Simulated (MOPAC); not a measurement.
MOPAC input (PM6):

```
PM6 FORCE THERMO(298,298) PRECISE LET GEO-OK AUX(PRECISION=9) THREADS=1
CHCl3

C    -0.00859728 1    0.00053266 1    0.50995424 1
H    -0.02746540 1    0.00170171 1    1.62912907 1
Cl    0.01479749 1    1.64724937 1   -0.10094205 1
Cl    1.42156363 1   -0.83512009 1   -0.07463248 1
Cl   -1.43133163 1   -0.81244090 1   -0.12275299 1
```

Output:

```
 *******************************************************************************
 **                                                                           **
 **                              MOPAC v23.2.5                                **
 **                                                                           **
 *******************************************************************************
 ** MOPAC's Digital Object Identifier: https://doi.org/10.5281/zenodo.6511958 **
 **                                                                           **
 ** Please cite the open-source release paper for use of this MOPAC version:  **
 ** J. E. Moussa and J. J. P. Stewart (2026)                                  **
 ** MOPAC: An open-source semiempirical molecular orbital program             **
 ** J. Open Source Softw., 11(119), 8025, https://doi.org/10.21105/joss.08025 **
 *******************************************************************************

                              PM6 CALCULATION RESULTS

 *******************************************************************************
 *  PM6        - The PM6 Hamiltonian to be used
 *  GEO-OK     - OVERRIDE INTERATOMIC DISTANCE AND OTHER SAFETY CHECKS
 *  LET        - OVERRIDE SOME SAFETY CHECKS
 *  PRECISE    - TIGHTER CRITERIA TO BE USED
 *  FORCE      - FORCE CALCULATION SPECIFIED
 *  AUX        - OUTPUT AUXILIARY INFORMATION
 *  THERMO     - THERMODYNAMIC QUANTITIES TO BE CALCULATED
 *******************************************************************************
PM6 FORCE THERMO(298,298) PRECISE LET GEO-OK AUX(PRECISION=9) THREADS=1
 CHCl3

   ATOM   CHEMICAL          X               Y               Z
  NUMBER   SYMBOL      (ANGSTROMS)     (ANGSTROMS)     (ANGSTROMS)

     1       C         -0.00859728  *   0.00053266  *   0.50995424  *
     2       H         -0.02746540  *   0.00170171  *   1.62912907  *
     3      Cl          0.01479749  *   1.64724937  *  -0.10094205  *
     4      Cl          1.42156363  *  -0.83512009  *  -0.07463248  *
     5      Cl         -1.43133163  *  -0.81244090  *  -0.12275299  *

          CARTESIAN COORDINATES

    NO.       ATOM           X           Y           Z

     1         C         -0.0086      0.0005      0.5100
     2         H         -0.0275      0.0017      1.6291
     3        Cl          0.0148      1.6472     -0.1009
     4        Cl          1.4216     -0.8351     -0.0746
     5        Cl         -1.4313     -0.8124     -0.1228

 General Reference for PM6:
 "Optimization of Parameters for Semiempirical Methods V: Modification of NDDO Approximations
 and Application to 70 Elements", J. J. P. Stewart, J. Mol. Mod., 13, 1173-1213 (2007)
 URL: https://link.springer.com/article/10.1007/s00894-007-0233-4

           Empirical Formula: C H Cl3  =     5 atoms

      MOLECULAR POINT GROUP   :   C3v

      RHF CALCULATION, NO. OF DOUBLY OCCUPIED LEVELS = 13

          HEAT OF FORMATION =     -20.969116 KCALS/MOLE

          CARTESIAN COORDINATE DERIVATIVES
[...]
 TRAVEL (Ang.)       0.1591         Cl4 -- Cl5         +16.0% ( 91.2%)     93.9%
 REDUCED MASS       10.3021         C 1 -- Cl5         +14.6% ( 87.2%)      0.4%
 EFFECTIVE MASS     39.6632         C 1 -- Cl4         +12.6% ( 81.1%)      5.0%
 FORCE CONSTANT      0.4058         C 1 -- H 2         +11.9% ( 78.8%)      0.0%
                            C 1 -- Cl3         +10.5% ( 73.9%)     39.4%

 VIBRATION          3    1A1         ATOM PAIR     ENERGY CONTRIBUTION    RADIAL
 FREQUENCY           377.33         C 1 -- Cl5         +20.4% (116.8%)      9.7%
 TRANSITION DIPOLE   0.4180         C 1 -- Cl3         +20.4% (116.8%)      9.7%
 TRAVEL (Ang.)       0.1592         C 1 -- Cl4         +20.4% (116.8%)      9.7%
 REDUCED MASS        7.0494         C 1 -- H 2         +10.1% ( 82.1%)    100.0%
 EFFECTIVE MASS     37.3419
 FORCE CONSTANT      0.5914

 VIBRATION          4    2A1         ATOM PAIR     ENERGY CONTRIBUTION    RADIAL
 FREQUENCY           711.22         C 1 -- Cl5         +26.6% (100.7%)     40.1%
 TRANSITION DIPOLE   0.9727         C 1 -- Cl3         +26.6% (100.7%)     40.1%
 TRAVEL (Ang.)       0.1274         C 1 -- Cl4         +26.6% (100.7%)     40.1%
 REDUCED MASS        5.8440         C 1 -- H 2         +11.4% ( 65.9%)    100.0%
 EFFECTIVE MASS     21.3258
 FORCE CONSTANT      1.7417

 VIBRATION          6    2E          ATOM PAIR     ENERGY CONTRIBUTION    RADIAL
 FREQUENCY           805.44         C 1 -- Cl5         +27.9% ( 92.7%)     86.9%
 TRANSITION DIPOLE   4.4469         C 1 -- Cl4         +26.1% ( 89.7%)     71.8%
 TRAVEL (Ang.)       0.1022         C 1 -- Cl3         +21.6% ( 81.5%)      3.3%
 REDUCED MASS        8.0155         C 1 -- H 2         +20.6% ( 79.7%)      0.0%
 EFFECTIVE MASS     15.7220
 FORCE CONSTANT      3.0637

 VIBRATION          8    3E          ATOM PAIR     ENERGY CONTRIBUTION    RADIAL
 FREQUENCY          1121.71         C 1 -- H 2         +95.6% ( 98.3%)      0.0%
 TRANSITION DIPOLE   0.3046         C 1 -- Cl3          +1.5% ( 12.4%)      0.2%
 TRAVEL (Ang.)       0.2549         C 1 -- Cl4          +1.3% ( 11.4%)     17.3%
 REDUCED MASS        0.9250         C 1 -- Cl5          +1.2% ( 11.1%)     23.8%
 EFFECTIVE MASS      1.4052
 FORCE CONSTANT      0.6857

 VIBRATION          9    3A1         ATOM PAIR     ENERGY CONTRIBUTION    RADIAL
 FREQUENCY          2615.98         C 1 -- H 2         +98.1% (100.0%)    100.0%
 TRANSITION DIPOLE   0.8757         C 1 -- Cl4          +0.6% (  8.0%)     10.0%
 TRAVEL (Ang.)       0.1662         C 1 -- Cl5          +0.6% (  8.0%)     10.0%
 REDUCED MASS        0.9332         C 1 -- Cl3          +0.6% (  8.0%)     10.0%
 EFFECTIVE MASS      1.3449
 FORCE CONSTANT      3.7627

      SYMMETRY NUMBER FOR POINT-GROUP C3v =  3

          SYSTEM IS A GROUND STATE

 CHCl3

          MOLECULE IS NOT LINEAR

          THERE ARE  9 GENUINE VIBRATIONS IN THIS SYSTEM
          THIS THERMODYNAMICS CALCULATION IS LIMITED TO
          MOLECULES WHICH HAVE NO INTERNAL ROTATIONS

                    CALCULATED THERMODYNAMIC PROPERTIES
                                          *
   TEMP. (K)   PARTITION FUNCTION   H.O.F.    ENTHALPY  HEAT CAPACITY ENTROPY
                                   KCAL/MOL   CAL/MOLE    CAL/K/MOL  CAL/K/MOL

 298.00  VIB.     0.2550D+01                   995.9321     7.6276     5.2020
         ROT.     0.6533D+05                   888.2803     2.9808    25.0132
         INT.     0.1666D+06                  1884.2124    10.6084    30.2152
         TRA.     0.1261D+28                  1480.4672     4.9680    40.2437
         TOT.                      -20.969    3364.6796    15.5765    70.4590

   *: NOTE: HEATS OF FORMATION ARE RELATIVE TO THE
            ELEMENTS IN THEIR STANDARD STATE AT 298K
              (=  Standard Enthalpy of Formation).

            Hvib:  Zero-point energy is not included.
                   frequencies of less than zero cm-1 are not included.
            Hrot = (3/2)RT
            Htra = (3/2)RT + pV = (5/2)RT

            Heat capacity is Cp, not Cv

          For more information, see: HTTP://OpenMOPAC.net/Manual/thermochemistry.html

           FORCE CONSTANT IN CARTESIAN COORDINATES (Millidynes/A)

    ATOM   CHEMICAL       X               Y               Z
   NUMBER   SYMBOL  FORCE CONSTANT  FORCE CONSTANT  FORCE CONSTANT

      1       C        5.261888        3.902907        3.902907
      2       H        3.830274        0.714033        0.714033
      3      Cl        0.782106        3.828989        0.526852
      4      Cl        0.782106        1.352387        3.003455
      5      Cl        0.782106        1.352386        3.003455

 **********************
 *                    *
 * JOB ENDED NORMALLY *
 *                    *
 **********************

 == MOPAC DONE ==
```
